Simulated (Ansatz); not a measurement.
Other spins and charges of GeH2Br (H-bridged), quartet at one geometry

Geometry (PBE0/def2-TZVP stationary point for this spin, not checked as a minimum):

| atom | x (Å) | y (Å) | z (Å) |
| --- | --- | --- | --- |
| Ge | 0.0000 | 0.4611 | 0.6275 |
| Br | 0.0000 | 0.4176 | -2.1626 |
| H | 0.0000 | -0.1726 | 2.0682 |
| H | 0.0000 | -0.7061 | -0.5332 |

Basis cc-pVDZ; Ansatz 0.2.0. Correlated methods freeze the noble-gas cores and the filled d shells of p-block atoms. R marks a restricted (for open shells ROHF) determinant, U an unrestricted one. Active spaces: valence = (13e, 10o) chosen from the atoms' valence shells. No spin–orbit coupling is included, and no scalar relativity.

Gaps are energies of the second state less the first, at fixed atoms, for a selection of the levels run; each method lands on the state that its own search finds for that charge and spin.

Unrestricted rows (U, and Kohn–Sham where it breaks symmetry) aren't spin-pure: their determinants' ⟨S²⟩ exceeds S(S+1) by up to 0.54, so they mix in states of higher spin. For open shells CISD is restricted-active-space CI with the open shells as a complete middle space. A value is left out where its run failed or describes another state than the reference as far as symmetry and spin tell, or, spin-broken singlets apart, can't be checked.

Doublet less quartet: -0.491 eV at UCCSDT(Q).

```json
{"level": "UMP2", "gap (eV)": "-0.243", "error (meV)": "248", "⟨S²⟩ where 0.1 over S(S+1) (first / second)": "– / 1.29"}
{"level": "CISD", "gap (eV)": "-0.358", "error (meV)": "133", "⟨S²⟩ where 0.1 over S(S+1) (first / second)": "– / –"}
{"level": "UCCSD", "gap (eV)": "-0.468", "error (meV)": "23", "⟨S²⟩ where 0.1 over S(S+1) (first / second)": "– / 1.29"}
{"level": "BCCD(T)", "gap (eV)": "-0.505", "error (meV)": "-14", "⟨S²⟩ where 0.1 over S(S+1) (first / second)": "– / –"}
{"level": "NEVPT2 (valence space)", "gap (eV)": "-0.467", "error (meV)": "24", "⟨S²⟩ where 0.1 over S(S+1) (first / second)": "– / –"}
{"level": "MRCISD+Q (valence space)", "gap (eV)": "-0.504", "error (meV)": "-13", "⟨S²⟩ where 0.1 over S(S+1) (first / second)": "– / –"}
{"level": "PBE", "gap (eV)": "-0.614", "error (meV)": "-123", "⟨S²⟩ where 0.1 over S(S+1) (first / second)": "– / –"}
{"level": "r2SCAN", "gap (eV)": "-0.346", "error (meV)": "145", "⟨S²⟩ where 0.1 over S(S+1) (first / second)": "– / 1.03"}
{"level": "PBE0", "gap (eV)": "-0.497", "error (meV)": "-6", "⟨S²⟩ where 0.1 over S(S+1) (first / second)": "– / –"}
{"level": "B2PLYP", "gap (eV)": "-0.573", "error (meV)": "-82", "⟨S²⟩ where 0.1 over S(S+1) (first / second)": "– / 0.97"}
```

Removing an electron, to the triplet: 7.738 eV at UCCSDT(Q).

```json
{"level": "UHF", "gap (eV)": "7.623", "error (meV)": "-115"}
{"level": "UMP2", "gap (eV)": "7.852", "error (meV)": "114"}
{"level": "CISD", "gap (eV)": "7.803", "error (meV)": "65"}
{"level": "UCCSD", "gap (eV)": "7.787", "error (meV)": "49"}
{"level": "UCCSD(T)", "gap (eV)": "7.760", "error (meV)": "22"}
{"level": "BCCD(T)", "gap (eV)": "7.752", "error (meV)": "14"}
{"level": "UCCSDT", "gap (eV)": "7.744", "error (meV)": "6"}
{"level": "CASSCF (valence space)", "gap (eV)": "7.267", "error (meV)": "-471"}
{"level": "NEVPT2 (valence space)", "gap (eV)": "7.585", "error (meV)": "-153"}
{"level": "MRCISD (valence space)", "gap (eV)": "7.655", "error (meV)": "-83"}
{"level": "MRCISD+Q (valence space)", "gap (eV)": "7.719", "error (meV)": "-19"}
{"level": "PBE", "gap (eV)": "7.747", "error (meV)": "9"}
{"level": "BLYP", "gap (eV)": "7.460", "error (meV)": "-278"}
{"level": "r2SCAN", "gap (eV)": "8.069", "error (meV)": "331"}
{"level": "PBE0", "gap (eV)": "7.949", "error (meV)": "211"}
{"level": "B3LYP", "gap (eV)": "7.789", "error (meV)": "51"}
{"level": "wB97M-V", "gap (eV)": "7.837", "error (meV)": "99"}
{"level": "B2PLYP", "gap (eV)": "7.749", "error (meV)": "11"}
{"level": "RPA-PBE", "gap (eV)": "7.699", "error (meV)": "-39"}
```

Task: PBE gives 10.751 eV for removing an electron, to the quintet. Estimate what UCCSDT(Q) gives in cc-pVDZ.

Result: UCCSDT(Q) in cc-pVDZ gives 10.433 eV, so against it PBE is off by 0.318 eV, of which a good part can be the reference's own basis and frozen-core error.

```json
{"level": "UHF", "gap (eV)": "9.783", "error (meV)": "-650"}
{"level": "UCCSD", "gap (eV)": "10.410", "error (meV)": "-23"}
{"level": "UCCSD(T)", "gap (eV)": "10.427", "error (meV)": "-6"}
{"level": "BCCD(T)", "gap (eV)": "10.432", "error (meV)": "-1"}
{"level": "NEVPT2 (valence space)", "gap (eV)": "10.286", "error (meV)": "-147"}
{"level": "r2SCAN", "gap (eV)": "10.813", "error (meV)": "380"}
{"level": "PBE0", "gap (eV)": "10.769", "error (meV)": "336"}
{"level": "B3LYP", "gap (eV)": "10.808", "error (meV)": "375"}
{"level": "wB97M-V", "gap (eV)": "10.750", "error (meV)": "317"}
```

In so small a basis the reference is far from its limit while semilocal and hybrid functionals are nearer theirs (RPA and double hybrids share part of the reference's basis error), so the functionals' errors here hold much of the reference's basis and frozen-core error, which can add to them or hide them.

Full CI isn't at hand for all of this; UCCSDT(Q) serves as the reference, and is uncertain by the last step of the cluster series or more. The frozen core follows each run's orbitals, which can shift R against U totals by a few meV for light atoms and by up to 0.1 eV past Ca.
